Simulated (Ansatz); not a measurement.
## doublet P₂(+): levels of theory in one basis

```xyz
2

P     0.0000    0.0000    0.0000
P     0.0000    0.0000    1.9860
```

Basis set: def2-SVP (spherical functions). Left uncorrelated: 10 orbitals. Correlation on ROHF uses semicanonical orbitals with singles. Charge 1, multiplicity 2.

Computed with Ansatz (development build ahead of 0.2.0); each method stands on the lowest determinant of its kind that the runs found.

```
      method  E − E(ROHF) (eV)  <S²> of the determinant
        ROHF              0.00                     0.75
         UHF             -0.23                     1.19
    ROHF-MP2             -5.17                        –
     UHF-MP2             -4.63                     1.19
ROHF-CCSD(T)             -6.26                        –
 UHF-CCSD(T)             -6.23                     1.19
UHF-CCSDT(Q)             -6.33                     1.19
```

Caution for UHF, UHF-MP2, UHF-CCSD(T), UHF-CCSDT(Q): the unrestricted determinant is spin contaminated; the determinant may break the point group. Caution for ROHF-MP2, UHF-MP2: MP2 on this radical cation hangs on the determinant chosen. Caution for ROHF-MP2, ROHF-CCSD(T): a plain start can end on a higher determinant. Caution for UHF-MP2: another reference gives a lower total.
